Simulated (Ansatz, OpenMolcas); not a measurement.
## How basis sets differ on BHF2 (SMILES FBF)

BHF2, singlet, SMILES `FBF`. Each level relaxes the structure for itself.

Each level gives the highest harmonic wavenumber at each level's own minimum (cm⁻¹). The values are calculated.

```
                          level          kind     program  value (cm⁻¹)
                      HF/STO-3G  Hartree–Fock      Ansatz          3240
                       HF/3-21G  Hartree–Fock      Ansatz          2948
HF/6-31G* (Cartesian functions)  Hartree–Fock  OpenMolcas          2867
                        HF/pc-1  Hartree–Fock  OpenMolcas          2896
                     HF/cc-pVTZ  Hartree–Fock  OpenMolcas          2795
```

Harmonic and unscaled. The values span 2795 to 3240 cm⁻¹. Without the sets that lack polarisation functions the rows with a basis span only 2795 to 2896 cm⁻¹.
